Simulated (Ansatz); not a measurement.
The same path of CH5OS (8 atoms, charge 1, multiplicity 1) was run twice with different band settings. The coordinate that changes most is the dihedral C1–S2–O3–H8.

Method: RKS PBE-D4/def2-SVP (Ansatz 0.2.0).

Relaxed end points:

```xyz
8
Properties=species:S:1:pos:R:3
C -0.752 0.869 -0.432
S -0.064 0.191 1.057
O 0.983 -1.165 0.302
H -1.433 0.176 -0.961
H -0.001 1.351 -1.088
H -1.380 1.683 0.016
H 0.702 -2.064 0.607
H 1.945 -1.043 0.498
```

```xyz
8
Properties=species:S:1:pos:R:3
C -0.699 0.809 -0.402
S -0.097 0.244 1.175
O 1.006 -1.151 0.698
H -1.354 0.083 -0.924
H 0.078 1.258 -1.050
H -1.356 1.647 -0.049
H 1.842 -0.926 0.221
H 0.579 -1.963 0.331
```

Common settings: spring 5.0 eV/Å²; optimiser quadratic models (default); start path through a guess of the saddle point; force threshold 0.05 eV/Å; iteration limit 60; end points relaxed.

| run | movable images | climbing image |
| --- | --- | --- |
| 1 | 9 | yes |
| 2 | 4 | no |

What does each run give, and how far can it be trusted?

Run 1: converged after 9 iterations, highest image 0.212 eV above the first end. A vibrational analysis at the climbing image gives one clearly imaginary mode, 243i cm⁻¹: a first-order saddle point.
Run 2: converged after 8 iterations, highest image 0.211 eV above the first end. No image climbed, so the highest image needn't sit at the top of the path.
Limits of this set-up: the dipole of an ion depends on the origin.
